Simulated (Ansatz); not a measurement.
A run of Ansatz (development build ahead of 0.2.0) on singlet SiH2 at this shape:

| atom | x (Å) | y (Å) | z (Å) |
| --- | --- | --- | --- |
| Si | 0.0000 | 0.0000 | -0.1449 |
| H | 0.0000 | 1.1839 | 1.0142 |
| H | 0.0000 | -1.1839 | 1.0142 |

Its results:

```json
{
  "Converged": "yes",
  "Reference energy": "-290.01524 hartree",
  "Correlation energy": "-0.10280 hartree",
  "Total energy": "-290.11804 hartree",
  "Spin squared of the determinant": "0.000"
}
```

Problem. Which input gives this output? Name the method, the orbitals and the basis set, and write the input.

Solution. RHF-MP2 in def2-TZVP. An unrestricted run that stays on the closed shell gives the same numbers.

```yaml
crystal:
  periodic: [false, false, false]
  atoms:
    - { symbol: Si, position_ang: [0.0, 0.0, -0.14489] }
    - { symbol: H, position_ang: [0.0, 1.18394, 1.01424] }
    - { symbol: H, position_ang: [0.0, -1.18394, 1.01424] }
basis:
  gaussian: { orbitals: def2-TZVP }
hamiltonian:
  xc: hf
correlation:
  method: mp2
  frozen_orbitals: { H: 0, Si: 5 }
```
